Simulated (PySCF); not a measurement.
From results back to the method.

Species: C₃H₂O₂.
Bonds: C1–C2 (triple), C2–C3, C3–O4 (double), C3–O5. Hydrogens: H6 on C1; H7 on O5.

The closed-shell ground state was solved 4 times with PySCF (density fitting, gas phase), always in the pcSseg-2 basis (208 functions), with these functionals: B97-2, KT3, PBE0 and wB97X-D. Geometry: PBE0-D3(BJ)/def2-TZVP, one conformer, isolated molecule.

```
row  total energy (Eh)  HOMO (eV)  LUMO (eV)  dipole (D)
  P          -265.7124      -8.52      -1.58        1.72
  Q          -265.9143      -8.22      -1.63        1.72
  R          -269.8712      -7.06      -2.50        1.65
  S          -265.9184     -10.42       0.24        1.73
```

Question: Which functional belongs to which row?

Answer: P = PBE0, Q = B97-2, R = KT3, S = wB97X-D. By rising HOMO–LUMO gap: KT3 (GGA) 4.56 eV; B97-2 (global hybrid, 21 % exact exchange) 6.59 eV; PBE0 (global hybrid, 25 % exact exchange) 6.94 eV; wB97X-D (range-separated hybrid) 10.66 eV. Total energies of different functionals aren't bounds to one another; each is stationary for its own functional.

Conformer computed: `[CH:1]#[C:2][C:3](=[O:4])[OH:5]`: H–O5–C3–C2 180°.

wB97X-D is run here without its empirical dispersion term; that term would change no orbital, density or response property at a fixed geometry.
